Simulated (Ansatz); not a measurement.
## Worked example: correlation energy of GeH2⁻, doublet

Geometry: a point of a stretch scan, not a stationary point.

```yaml
atoms:
  - { symbol: Ge, position_ang: [0.0000, -0.0365, -0.0058] }
  - { symbol: H, position_ang: [0.0000, 1.1023, -1.1642] }
  - { symbol: H, position_ang: [0.0000, 1.5247, 1.5823] }
```

Basis aug-cc-pVTZ; Ansatz 0.2.0. Only valence electrons are correlated (noble-gas cores and the filled d shells of p-block atoms frozen), which leaves 7 electrons in 91 orbitals. Prefix R: restricted or restricted open-shell reference; prefix U: unrestricted. No spin–orbit coupling is included, and no scalar relativity.

Full CI isn't at hand for all of this; UCCSDT(Q) serves as the reference, and is uncertain by the last step of the cluster series or more.

UCCSD has a T1 diagnostic of 0.031 and a largest doubles amplitude of 0.07.

Runs differ by some tens of microhartree through their thresholds and, for an open shell, their frozen cores, so steps under 0.03 kcal/mol mean nothing.

| level | total energy (hartree) |
| --- | --- |
| UHF | -2076.504373 |
| UMP2 | -2076.623444 |
| UCCSD | -2076.651266 |
| UCCSD(T) | -2076.657265 |
| UCCSDT | -2076.658506 |
| UCCSDT(Q) | -2076.658791 |

Task: What is the correlation energy at UCCSDT(Q), and what share of it do UMP2 and UCCSDT recover?

Result: E(corr) = -2076.658791 − (-2076.504373) = -0.154418 hartree = -4.202 eV. UMP2: -0.119071 / -0.154418 = 77.11 %. UCCSDT: -0.154133 / -0.154418 = 99.82 %.

Task: By how many kcal/mol does UCCSD(T) miss UCCSDT(Q) (1 hartree = 627.509 kcal/mol), and which steps make up the rest?

Result: -2076.657265 − (-2076.658791) = 0.001526 hartree = 0.96 kcal/mol. Steps: UCCSDT − UCCSD(T) = -0.78, UCCSDT(Q) − UCCSDT = -0.18 kcal/mol. Differences between like states or geometries often cancel part of this.
